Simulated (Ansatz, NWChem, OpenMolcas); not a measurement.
## How methods differ on LiH (SMILES [LiH])

LiH has 2 atoms, charge 0, and is taken as a singlet. As SMILES, `[LiH]`. Geometry: the measured bond length.

```xyz
2

Li    0.0000    0.0000    0.0000
H     0.0000    0.0000    1.5957
```

Each level gives the dipole moment (D). The values are calculated.

```
                   level                    kind     program  value (D)  CPU time
              HF/cc-pVTZ            Hartree–Fock      Ansatz       5.99    0.07 s
            BLYP/cc-pVTZ                     GGA  OpenMolcas       5.58     4.5 s
          revPBE/cc-pVTZ                     GGA  OpenMolcas       5.61     4.6 s
           M06-L/cc-pVTZ                meta-GGA  OpenMolcas       5.98     5.5 s
           B3LYP/cc-pVTZ           global hybrid  OpenMolcas          ?     4.3 s
           BHLYP/cc-pVTZ           global hybrid      NWChem          ?     4.8 s
          M06-2X/cc-pVTZ         hybrid meta-GGA      NWChem       5.75     7.8 s
           wB97X/cc-pVTZ  range-separated hybrid      NWChem       5.91      11 s
FCI/ANO-RCC-VDZP (sfX2C)      exact in the basis      Ansatz       6.26    0.97 s
```

Estimate the missing values from the other rows.

As computed at these levels: B3LYP/cc-pVTZ: 5.70 D; BHLYP/cc-pVTZ: 5.81 D. The values span 5.58 to 6.26 D. CPU times are rough (shared hosts, several kinds of processor): they show what a rung costs within a factor of a few.
